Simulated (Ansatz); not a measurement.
**What a trial cell of Ti3Cl relaxes into**

These are results of DFT PBE, scalar-relativistic, plane waves, PAW (Ansatz 0.2.0), not measurements. Cutoff 420 eV, Γ-centred k mesh, Gaussian smearing, no spin polarisation in the final step.

Ti3Cl was placed on the Cu3Au (L1_2) structure type (Pm-3m, No. 221), with Cl in place of Au, Ti in place of Cu, at a guessed volume.

```
CELL_PARAMETERS angstrom
4.07993 0.00000 0.00000
0.00000 4.07993 0.00000
0.00000 0.00000 4.07993
ATOMIC_POSITIONS crystal
Ti 0.00000 0.50000 0.50000
Ti 0.50000 0.00000 0.50000
Ti 0.50000 0.50000 0.00000
Cl 0.00000 0.00000 0.00000
```

Cell and atoms relax at zero pressure; the relaxation can't lower the symmetry of the start.

Formation energies are uncorrected and refer to the elements' standard structures at the same level (Cl₂ as a molecule).

Problem. What does it relax into?

Solution. It keeps Pm-3m (No. 221). The result has the Cu3Au (L1_2) structure. Conventional cell: a = 4.038 Å. Ti has 4 Cl at 2.86 Å and 8 Ti at 2.86 Å; Cl has 12 Ti at 2.86 Å.

```cif
data_structure
_symmetry_space_group_name_H-M 'Pm-3m'
_symmetry_Int_Tables_number 221
_cell_length_a 4.0379
_cell_length_b 4.0379
_cell_length_c 4.0379
_cell_angle_alpha 90.000
_cell_angle_beta 90.000
_cell_angle_gamma 90.000
_cell_volume 65.84
loop_
_atom_site_label
_atom_site_type_symbol
_atom_site_symmetry_multiplicity
_atom_site_Wyckoff_symbol
_atom_site_fract_x
_atom_site_fract_y
_atom_site_fract_z
_atom_site_occupancy
Ti1 Ti 3 c 0.00000 0.50000 0.50000 1
Cl1 Cl 1 a 0.00000 0.00000 0.00000 1
```

Problem. What are its volume, energy, density and gap?

Solution. The volume per atom is 16.46 Å³, the density is 4.52 g/cm³ and the energy over the elements is 0.29 eV/atom. The gap on the 12×12×12 mesh is 0 eV (a metal).

The final run used a 12×12×12 mesh on its 4-atom cell and 0.10 eV smearing. The k mesh leaves about 4 meV/atom of noise in metals. Symmetry constrained the relaxation, so the result can be a saddle point.

Cost: 2 runs of about 1 core-minutes in all, on Intel Xeon Platinum 8259CL (Skylake/Cascade Lake) (shared hosts).